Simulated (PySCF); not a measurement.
Input file for PySCF: R-MP2/6-31G* on ClCH3Clcomp, charge -1. Charge -1.

```python
from pyscf import gto, scf, dft, mp
from pyscf.data.elements import chemcore

mol = gto.M(
    atom='''
    Cl    0.00000000    0.00000000   -2.38473500
    C     0.00000000    0.00000000   -0.56633100
    H     0.00000000    1.02506600   -0.22437900
    H    -0.88773400   -0.51253300   -0.22437900
    H     0.88773400   -0.51253300   -0.22437900
    Cl    0.00000000    0.00000000    2.62421300
    ''',
    basis='6-31g*',
    cart=True,
    charge=-1, spin=0, verbose=3, max_memory=1800)
mf = scf.RHF(mol)
mf.conv_tol = 1e-8
mf.max_cycle = 100
mf.kernel()
if not mf.converged:
    mf = mf.newton().run(mf.mo_coeff, mf.mo_occ)
pt = mp.MP2(mf, frozen=chemcore(mol)).run()
```

Output:

```
converged SCF energy = -958.635218653744
E(RMP2) = -959.023940983258  E_corr = -0.388722329513686
E(SCS-RMP2) = -959.018058607026  E_corr = -0.382839953281624
```

The calculation finished and met its thresholds.

Cost: around 0.7 core-seconds (rough).
